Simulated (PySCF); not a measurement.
# Exercise with solution: refractive index and permittivity of the vapour

fluorine (F2), SMILES FF.

Geometry: B3LYP-D3(BJ)/def2-TZVPD.

PBE/def2-TZVPD (PySCF) gives a mean static polarisability of 8.7 bohr³ and a dipole moment of 0.00 D. Take an ideal gas at 298.15 K and 0.01 bar, whether or not the substance is that volatile.

Work out n − 1 in the optical limit and the static ε − 1.


Polarisability volume α' = 8.7 × 0.148185 = 1.29 Å³. Number density N = p/kT = 2.43e-7 Å⁻³.
Dilute limit of Lorentz–Lorenz: n − 1 = 2π N α' = 2.0e-6.
Orientation term of Debye: μ²/(3kT) = 8.098 Å³ × μ²(D²) = 0.00 Å³.
ε − 1 = 4π N (α' + μ²/3kT) = 3.9e-6. With no permanent dipole, ε equals n² in this model. Vibrational polarisation and dispersion are left out.
